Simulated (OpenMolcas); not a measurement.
# One shape, several levels: BH3 (SMILES [H]B([H])[H])

We compute a comparison of 6 runs (B3LYP/3-21G, SVWN5/3-21G, UB3LYP/3-21G, r2SCAN/3-21G, CISD/3-21G, CCSD(T)/3-21G) of BH3. 

Program for the calculation: OpenMolcas 26.06.

1 further run of the same task is left out (set aside as unsound or not needed).

## Step 1: The system as given

BH3 has 4 atoms, charge 0, and is taken as a singlet. SMILES: `[H]B([H])[H]`. The B1–H4 distance was set to 2.330 Å, away from the relaxed value. At this shape a bond of the SMILES string is far longer than usual.

Bond lengths: B1–H2 1.164 Å, B1–H3 1.165 Å. Angles: H2–B1–H3 120.0°.

## Step 2: The energy at B3LYP/3-21G (run 1)

Contents of mol.xyz:

```xyz
4

B      0.608731     0.993197    -0.007570
H      1.772541     0.962847     0.009110
H      0.053331     2.016577    -0.024820
H     -0.608600    -0.993120     0.004770
```

Contents of mol.inp:

```
&GATEWAY
 BasLib=$CurrDir
 Coord=mol.xyz
 Basis=3-21G
 Group=NoSym

&SEWARD
 GridInput
 Grid=UltraFine
 End of Grid

&SCF
 KSDFT=B3LYP
 Thresholds=1e-10 1e-07 1e-07 1e-05
 PrOrbitals=1 1
```

The basis set 3-21G is read from a file made from the Basis Set Exchange's data (not shown).

Started as:

```bash
$ export MOLCAS_MEM=1860
$ pymolcas mol.inp > mol.log
```

The log of the run:

```text
--- Start Module: gateway ---
[...]
--- Stop Module: gateway /rc=_RC_ALL_IS_WELL_ ---
--- Start Module: seward ---
[...]
      Basis functions           15
--- Stop Module: seward /rc=_RC_ALL_IS_WELL_ ---
--- Start Module: scf ---
[...]
       Convergence after  11 Iterations
[...]
::    Total KS-DFT energy                             -26.3235214872
[...]
      Total spin, S                                     0.0000000000
[...]
      Total electronic charge=    8.000000
      Total            charge=   -0.000000
[...]
      Dipole Moment (debye):
      Origin of the operator (angstrom)=    0.5650    0.9219   -0.0067
                   X=  7.7268E-01               Y=  1.2604E+00               Z= -9.6205E-03           Total=  1.4785E+00
      Quadrupole Moment (debye*angstrom):
[...]
--- Stop Module: scf /rc=_RC_ALL_IS_WELL_ ---
[...]
```

It took 4.2 s on 1 thread of AMD EPYC 7R43 (Zen 3), shared host; peak memory 0.37 GiB.

## Step 3: The energy at SVWN5/3-21G (run 2)

mol.xyz is that of step 2.

Contents of mol.inp:

```
&GATEWAY
  BasLib = $CurrDir
  Coord = mol.xyz
  Basis = 3-21G
  Group = NoSym

&SEWARD
  GridInput
  Grid=UltraFine
  End of Grid

&SCF
  KSDFT = SVWN5
  Thresholds = 1e-10 1e-07 1e-07 1e-05
  PrOrbitals = 1 1
```

The basis set 3-21G is read from a file made from the Basis Set Exchange's data (not shown).

Started as:

```bash
$ export MOLCAS_MEM=1860
$ pymolcas mol.inp > mol.log
```

The log of the run:

```text
--- Start Module: gateway ---
[...]
--- Stop Module: gateway /rc=_RC_ALL_IS_WELL_ ---
--- Start Module: seward ---
[...]
      Basis functions           15
--- Stop Module: seward /rc=_RC_ALL_IS_WELL_ ---
--- Start Module: scf ---
[...]
       Convergence after  11 Iterations
[...]
::    Total KS-DFT energy                             -25.9815556710
[...]
      Total spin, S                                     0.0000000000
[...]
      Total electronic charge=    8.000000
      Total            charge=   -0.000000
[...]
      Dipole Moment (debye):
      Origin of the operator (angstrom)=    0.5650    0.9219   -0.0067
                   X=  6.4273E-01               Y=  1.0484E+00               Z= -7.6856E-03           Total=  1.2298E+00
      Quadrupole Moment (debye*angstrom):
[...]
--- Stop Module: scf /rc=_RC_ALL_IS_WELL_ ---
[...]
```

Run time: 3.6 s. Hardware: 1 thread of AMD EPYC 7R43 (Zen 3), shared host; peak memory 0.37 GiB.

## Step 4: A single-point energy at UB3LYP/3-21G (run 3)

mol.xyz is that of step 3.

Contents of mol.input:

```
>>> EXPORT MOLCAS_PRINT=2
&gateway
baslib=$CurrDir
coord=mol.xyz
basis=3-21G
group=NoSym
&seward
gridinput
Grid=UltraFine
End of Grid
&scf
uhf
ksdft=B3LYP
thresholds=1e-10 1e-07 1e-07 1e-05
scramble=0.25
prorbitals=1 1
```

The basis set 3-21G is read from a file made from the Basis Set Exchange's data (not shown).

Started as:

```bash
$ export MOLCAS_MEM=1860
$ pymolcas mol.input > mol.log
```

The log of the run:

```text
--- Start Module: gateway ---
[...]
--- Stop Module: gateway /rc=_RC_ALL_IS_WELL_ ---
--- Start Module: seward ---
[...]
      Basis functions           15
--- Stop Module: seward /rc=_RC_ALL_IS_WELL_ ---
--- Start Module: scf ---
[...]
       Convergence after  17 Iterations
[...]
::    Total KS-DFT energy                             -26.3235214872
[...]
      Total spin, S                                    -0.0000000000
[...]
      Total electronic charge=    8.000000
      Total            charge=   -0.000000
[...]
      Dipole Moment (debye):
      Origin of the operator (angstrom)=    0.5650    0.9219   -0.0067
                   X=  7.7268E-01               Y=  1.2604E+00               Z= -9.6205E-03           Total=  1.4785E+00
      Quadrupole Moment (debye*angstrom):
[...]
--- Stop Module: scf /rc=_RC_ALL_IS_WELL_ ---
[...]
```

Run time: 7.5 s. Hardware: 1 thread of AMD EPYC 7R43 (Zen 3), shared host; peak memory 0.37 GiB.

Runs 4 to 5 aren't shown in full; the table further down has their settings and results.

## Step 5: The energy at CCSD(T)/3-21G (run 6)

mol.xyz is that of step 4.

Contents of mol.inp:

```
&gateway
 baslib
 $CurrDir
 coord
 mol.xyz
 basis
 3-21G
 group
 NoSym

&seward

&scf
 thresholds
 1e-10 1e-07 1e-07 1e-05
 prorbitals
 1 1

&rasscf
 fileorb
 $Project.ScfOrb
 spin
 1
 nactel
 0 0 0
 inactive
 4
 ras2
 0
 outorbitals
 Canonical
 orblisting
 Nothing

&motra
 jobiph
 frozen
 1

&ccsdt
 cct
 triples
 2
 iterations
 80
 accuracy
 1e-08
 extrapolation
 5 4
```

The basis set 3-21G is read from a file made from the Basis Set Exchange's data (not shown).

Started as:

```bash
$ export MOLCAS_MEM=1860
$ pymolcas mol.inp > mol.log
```

The log of the run:

```text
--- Start Module: gateway ---
[...]
--- Stop Module: gateway /rc=_RC_ALL_IS_WELL_ ---
[...]
      Basis functions           15
[...]
       Convergence after  10 Iterations
[...]
::    Total SCF energy                                -26.0816018940
[...]
      Total spin, S                                     0.0000000000
[...]
      Number of active orbitals                  0
[...]
      Spin quantum number                      0.0
[...]
      Active orbitals                            0
[...]
      Number of CSFs                             1
[...]
      Number of root(s) required                 1
[...]
      Convergence after  4 iterations
[...]
      Natural orbitals and occupation numbers for root  1
      ************************************************************************************************************************
      *                                                    Final results                                                     *
      ************************************************************************************************************************
[...]
::    RASSCF root number  1 Total energy:    -26.08160189
[...]
      Total electronic charge=    8.000000
      Total            charge=   -0.000000
[...]
      Dipole Moment (debye):
      Origin of the operator (angstrom)=    0.5650    0.9219   -0.0067
                   X=  9.5079E-01               Y=  1.5511E+00               Z= -1.2815E-02           Total=  1.8193E+00
      Quadrupole Moment (debye*angstrom):
[...]
--- Start Module: motra ---
[...]
      *** WARNING: Default frozen orbitals is overwritten by user input.
      *** Default values:   1
[...]
--- Stop Module: motra /rc=_RC_ALL_IS_WELL_ ---
--- Start Module: ccsdt ---
[...]
      Convergence after                    18  Iterations
      Total energy (diff) :     -26.18735119       0.00000000
[...]
 METHOD                       : CCSD+T(CCSD)+<T3(1)WT1> = CCSD(T)
[...]
       CCSD     =       -26.1873511942778
[...]
--- Stop Module: ccsdt /rc=_RC_ALL_IS_WELL_ ---
[...]
```

It took 3 s on 1 thread of AMD EPYC 7R43 (Zen 3), shared host; peak memory 0.37 GiB.

## Step 6: Overview of the runs

```csv
run,level,scramble,integration grid,energy (Eh),dipole moment (D) of the reference,HOMO energy (eV),LUMO energy (eV),wall time
1,B3LYP/3-21G,–,UltraFine,-26.323521,1.48,-6.82,-2.55,4.2 s
2,SVWN5/3-21G,–,UltraFine,-25.981556,1.23,-5.97,-3.61,3.6 s
3,UB3LYP/3-21G,0.25,UltraFine,-26.323521,1.48,-6.82,-2.55,7.5 s
4,r2SCAN/3-21G,–,UltraFine,-26.288480,1.45,-6.26,-3.03,4.8 s
5,CISD/3-21G,–,–,-26.181775,1.82,-9.20,1.48,2.1 s
6,CCSD(T)/3-21G,–,–,-26.190192,1.82,-9.20,1.48,3 s
```

## Step 7: Results

| quantity | value |
| --- | --- |
| run 6: total energy | -26.19019 Eh |
| run 6: dipole moment (mean-field density) | 1.82 D |
| run 6: HOMO energy (Hartree–Fock orbitals) | -9.20 eV |
| run 6: LUMO energy (Hartree–Fock orbitals) | 1.48 eV |
| run 6: HOMO–LUMO gap (Hartree–Fock orbitals) | 10.68 eV |
| run 6: correlation energy (1 core orbital frozen) | -108.6 mEh |
| run 6: (T) correction | -2.84 mEh |

Over runs 1, 2, 3, 4 the dipole moment (its size) runs from 1.23 D (SVWN5/3-21G) to 1.48 D (B3LYP/3-21G). Over runs 1, 2, 3, 4 the HOMO–LUMO gap runs from 2.36 eV (SVWN5/3-21G) to 4.28 eV (B3LYP/3-21G). Totals of different functionals can't be ranked against each other. All runs together took 25 s, the longest 7.5 s.
